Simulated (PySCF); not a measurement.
# CCl₄: calculation against measurement

Isolated CCl₄, optimised in PySCF with density fitting and no spin–orbit coupling; def2 sets carry scalar-relativistic core potentials from Rb on. All levels below give a singlet of Td symmetry: PBE0/def2-TZVP C–Cl 1.763 Å (×4); B3LYP/def2-TZVP C–Cl 1.781 Å (×4); PBE/def2-TZVP C–Cl 1.782 Å (×4); PBE/def2-SVP C–Cl 1.789 Å (×4).

Counting electrons, carbon keeps none of its valence electrons outside its bonds, so the VSEPR class is AX4 and the expected shape is tetrahedral (Td), as computed.

The measured mean polarisability is 10.002 Å³ (NIST CCCBDB Release 22 (SRD 101), experimental polarizabilities). What do the calculations give?

PBE0/def2-TZVP 8.82 Å³, B3LYP/def2-TZVP 8.99 Å³, PBE/def2-TZVP 9.21 Å³, PBE/def2-SVP 7.20 Å³. Basis sets without diffuse functions underestimate polarisabilities.
